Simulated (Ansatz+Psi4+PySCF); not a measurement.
doublet OH: levels of theory in one basis

```xyz
2

O     0.0000    0.0000    0.1088
H     0.0000    0.0000   -1.8494
```

Basis set: cc-pVTZ (spherical functions). Left uncorrelated: 1 orbital. Correlation on ROHF uses semicanonical orbitals with singles. Charge 0, multiplicity 2.

Computed with Ansatz (development build ahead of 0.2.0) and PySCF 2.14.0; each method stands on the lowest determinant of its kind that the runs found.

```
      method  E − E(ROHF) (eV)  <S²> of the determinant
        ROHF              0.00                     0.75
         UHF             -3.08                     1.66
     UHF-MP2             -7.13                     1.66
   ROHF-CCSD             -7.61                        –
    UHF-CCSD             -7.74                     1.66
ROHF-CCSD(T)             -7.98                        –
 UHF-CCSD(T)             -7.89                     1.66
```

(1) What does ROHF-MP2 give on the same scale?

## Answers

(1) -6.64 eV.

The restricted and unrestricted rows may stand on different electronic states: another unrestricted solution lies nearer the restricted one.

Caution for ROHF, ROHF-MP2, ROHF-CCSD, ROHF-CCSD(T): an unrestricted determinant lies well below. Caution for UHF, UHF-MP2, UHF-CCSD, UHF-CCSD(T): the unrestricted determinant is a mixture of spin states. Caution for ROHF-MP2, UHF-MP2, ROHF-CCSD, UHF-CCSD, ROHF-CCSD(T), UHF-CCSD(T): large amplitudes, a single reference is doubtful. Caution for ROHF-CCSD, ROHF-CCSD(T): the amplitudes may be one of several solutions. Caution for UHF-CCSD(T): another reference gives a lower total.
